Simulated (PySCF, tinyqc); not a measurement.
Orbital energy against energy difference: ionisation energy by orbital energies and by energy differences in the 6-31g basis, for CH2, spin multiplicity 1. Computed by the program tinyqc with PySCF. 

Geometry (angstrom):

| atom | x | y | z |
|---|---|---|---|
| C | 0.0000 | 0.0000 | 0.0000 |
| H | 0.0000 | 0.9570 | 0.4820 |
| H | 0.0000 | -1.0380 | 0.5230 |

CCSD(T) difference in the same basis = 8.6957 eV

IP-EOM-CCSD = 8.6553 eV

The cation is unrestricted; errors are against CCSD(T) in this basis, not against experiment.

First vertical ionisation energy (eV):

| method | -e(HOMO) | E(cation) - E | error of -e(HOMO) | error of the difference |
|---|---|---|---|---|
| HF | 9.3758 | 7.970738 | 0.6801 | -0.7250 |
| LDA | 4.6987 | 6.760726 | -3.9970 | -1.9350 |
| PBE | 4.3266 | 8.637121 | -4.3691 | -0.0586 |
| B3LYP | 5.3660 | 9.229306 | -3.3297 | 0.5336 |
| PBE0 | 5.6297 | 9.090740 | -3.0660 | 0.3950 |
| CAM-B3LYP | 7.0951 | 9.206641 | -1.6006 | 0.5109 |
| LC-wPBE | 8.6203 | 9.183538 | -0.0755 | 0.4878 |

Koopmans errs by +0.68 eV and Delta-HF by -0.72 eV: relaxation, 1.41 eV, lowers the value and the missing correlation difference works against it. The PBE level is off by -4.4 eV through the wrong tail of its potential, though its energy difference is off by -0.06 eV; exact exchange deepens the level, and among the orbital energies LC-wPBE comes closest; among the differences PBE does. The restricted reference is unstable here: a spin-polarised solution lies 0.0339 hartree lower (PySCF), so results built on it describe a poor reference.
